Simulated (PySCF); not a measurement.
Structure problem from calculated spectra and properties.

Formula: C8H10.

| Property | Result |
| --- | --- |
| 13C NMR | chemical shifts (computed TMS as zero) by class: 143.4 (2 C), 134.5 (1 C), 134.1 (1 C), 131.2 (2 C), 24.2 (2 C) ppm [GIAO PBE0/pcSseg-1] |
| Polarisability | 92.2 au [PBE0/def2-SVPD] |
| 1H NMR | chemical shifts (computed TMS as zero) by class: 7.47 (1 H), 7.31 (1 H), 7.26 (2 H), 2.47 (6 H) ppm [GIAO PBE0/pcSseg-1] |
| Rotational structure | rotational constants A, B, C: 3.628, 1.789, 1.216 GHz [GFN2-xTB] |
| Triplet | lowest triplet excitation (Tamm–Dancoff): 4.06 eV [TDA PBE0/def2-SVPD] |
| UV, strongest line | among the 6 lowest singlet transitions: S6 at 6.86 eV (181 nm, f = 0.734) [TDDFT PBE0/def2-SVPD] |
| Dipole | 0.36 D [PBE0/def2-SVPD] |

The electronic properties come from PySCF, for the isolated species, density fitting. Levels stand in brackets. Isolated species at its GFN2-xTB geometry, gas phase. Each NMR value is the plain mean over a class of atoms that symmetry, rotation or inversion makes alike.

Q: Give a SMILES that accounts for the data.

A: Numbering: `[CH3:1][c:2]1[cH:3][cH:4][cH:5][c:6]([CH3:7])[cH:8]1`. Its formula, C8H10, gives 4 degrees of unsaturation: 1 ring and 3 π bonds in the structure found (Kekulé form). 8 carbons fall into 5 classes; from least to most shielded: substituted aromatic carbon [C2/C6] (143.4 ppm, 2 C), aromatic CH carbon [C8] (134.5 ppm), aromatic CH carbon [C4] (134.1 ppm), aromatic CH carbon [C3/C5] (131.2 ppm, 2 C), benzylic-type carbon [C1/C7] (24.2 ppm, 2 C). Hydrogen classes from least to most shielded: 1 H on an aromatic CH carbon, C4 (7.47 ppm), 1 H on an aromatic CH carbon, C8 (7.31 ppm), 2 H on 2 aromatic CH carbons, C3/C5 (7.26 ppm), 6 H on 2 benzylic-type carbons, C1/C7 (2.47 ppm). The optimised geometry has point group C2 and is an asymmetric top. Structure: m-xylene (`Cc1cccc(C)c1`). Computed isomers that give other values at the same levels: `C=C/C=C/C=C/C=C` (rotational constant A: 19.759 GHz; this holds for the one conformer computed); `C=CCC1C=CC=C1` (rotational constant A: 5.265 GHz; this holds for the one conformer computed); `C=CC#CC1CCC1` (13C chemical shifts (computed TMS as zero) by class: 133.1 (1 C), 125.8 (1 C), 106.8 (1 C), 88.9 (1 C), 30.6 (2 C), 25.1 (1 C), 17.9 (1 C) ppm). The assignments are read from this structure; whether some other isomer fits the data as well wasn't checked.
